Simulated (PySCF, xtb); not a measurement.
isobutane (C4H10), SMILES CC(C)C.

Harmonic wavenumbers (cm⁻¹) from GFN2-xTB (xtb 6.7.1) at its own minimum, in rising order: 187, 237, 237, 364, 364, 448, 862, 945, 946, 965, 1005, 1005, 1192, 1193, 1205, 1333, 1333, 1410, 1410, 1429, 1494, 1500, 1500, 1509, 1509, 1515, 2926, 3024, 3024, 3025, 3032, 3032, 3033, 3037, 3038, 3038.

Question: What does B3LYP-D3(BJ)/def2-SVP in PySCF give at its own minimum? (The exact figures need the calculation; the answer reports its results.)

Answer: 220, 268, 268, 369, 369, 436, 807, 923, 923, 951, 977, 977, 1190, 1190, 1200, 1349, 1349, 1390, 1390, 1412, 1455, 1460, 1460, 1481, 1481, 1486, 3006, 3015, 3015, 3021, 3091, 3091, 3099, 3102, 3105, 3105. Paired by order, the mean absolute difference is 30 cm⁻¹ and the zero-point energies are 81.9 and 82.1 kcal/mol.
